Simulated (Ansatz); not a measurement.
P₂, singlet: reading a ladder of total energies

Geometry: MP2(full)/6-31G*, from the G2/97 set.

```yaml
atoms:
  - { symbol: P, position_ang: [0.0000, 0.0000, 0.0000] }
  - { symbol: P, position_ang: [0.0000, 0.0000, 1.9323] }
```

Basis 6-31G; Ansatz 0.2.0. Only valence electrons are correlated (noble-gas cores frozen), which leaves 10 electrons in 16 orbitals. Prefix R: restricted or restricted open-shell reference.

Full CI is exact within this basis and frozen core; it isn't the basis-set limit.

Runs differ by some tens of microhartree through their thresholds, so steps under 0.03 kcal/mol mean nothing.

| level | total energy (hartree) |
| --- | --- |
| RHF | -681.356008 |
| RMP2 | -681.501121 |
| RCCSD | -681.498916 |
| RCCSD(T) | -681.503707 |
| RCCSDT | -681.503877 |
| RCCSDT(Q) | -681.506154 |
| RCCSDTQ | -681.505859 |
| full CI | -681.506096 |

What is the correlation energy at full CI, and what share of it do RMP2 and RCCSDT recover?

E(corr) = -681.506096 − (-681.356008) = -0.150088 hartree = -4.084 eV. RMP2: -0.145113 / -0.150088 = 96.69 %. RCCSDT: -0.147869 / -0.150088 = 98.52 %.

By how many kcal/mol does RCCSD(T) miss full CI (1 hartree = 627.509 kcal/mol), and which steps make up the rest?

-681.503707 − (-681.506096) = 0.002389 hartree = 1.50 kcal/mol. Steps: RCCSDT − RCCSD(T) = -0.11, RCCSDT(Q) − RCCSDT = -1.43, RCCSDTQ − RCCSDT(Q) = 0.19, full CI − RCCSDTQ = -0.15 kcal/mol. With more than one leading determinant such errors change with state and geometry, and needn't cancel in differences.
